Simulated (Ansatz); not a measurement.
# BH7Si: the cost of one run

Method: UKS PBE/def2-SVP, in Ansatz 0.2.0.

### 1 Starting point

Bond lengths: B1–H3 1.167 Å, B1–H4 1.167 Å, B1–H5 1.287 Å, B1–Si6 2.273 Å, Si6–H7 1.472 Å, Si6–H8 1.470 Å, Si6–H9 1.461 Å. Angles: H3–B1–H4 123.9°, H3–B1–H5 116.8°, H3–B1–Si6 111.4°, H4–B1–H5 116.7°, H4–B1–Si6 111.6°, H5–B1–Si6 55.8°, B1–Si6–H7 114.6°, B1–Si6–H8 113.4°, B1–Si6–H9 109.8°, H7–Si6–H8 105.4°, H7–Si6–H9 106.3°, H8–Si6–H9 106.8°.

Coordinates:

```xyz
9

B    -0.2463    0.0608   -1.1560
H    -1.0491   -1.2040   -0.9462
H     0.6341   -0.2619   -1.8515
H    -1.0352    0.8727   -1.4391
H    -0.5684   -0.7535   -0.2133
Si    0.4340    0.2708    1.0026
H     1.1277   -0.9100    1.5431
H    -0.6672    0.5400    1.9392
H     1.3705    1.3853    1.1212
```

### 2 Run 1

150 steps of 0.5 fs at constant energy, with velocities drawn for 600 K.

File input.yaml:

```yaml
crystal:
  periodic: [false, false, false]
  atoms:
    - { symbol: B, position_ang: [-0.2463, 0.0608, -1.156] }
    - { symbol: H, position_ang: [-1.0491, -1.204, -0.9462] }
    - { symbol: H, position_ang: [0.6341, -0.2619, -1.8515] }
    - { symbol: H, position_ang: [-1.0352, 0.8727, -1.4391] }
    - { symbol: H, position_ang: [-0.5684, -0.7535, -0.2133] }
    - { symbol: Si, position_ang: [0.434, 0.2708, 1.0026] }
    - { symbol: H, position_ang: [1.1277, -0.91, 1.5431] }
    - { symbol: H, position_ang: [-0.6672, 0.54, 1.9392] }
    - { symbol: H, position_ang: [1.3705, 1.3853, 1.1212] }
magnetization:
  spin_polarized: true
basis:
  gaussian: { orbitals: def2-SVP }
hamiltonian:
  xc: pbe
md:
  timestep: 0.5
  n_steps: 150
  ensemble: nve
  temperature: 600.0
  initial_velocities: maxwell_boltzmann
  seed: 856990
```

On the command line:

```console
$ ansatz run input.yaml --threads 1 --pin off --max-ram 2048MiB --backend cpu --events-out ev --progress --plain --runs-dir out
```

Q: Estimate wall time and peak memory on 1 thread of Arm Neoverse V1, shared host.

About 5.9 min, with a peak of 0.12 GiB.
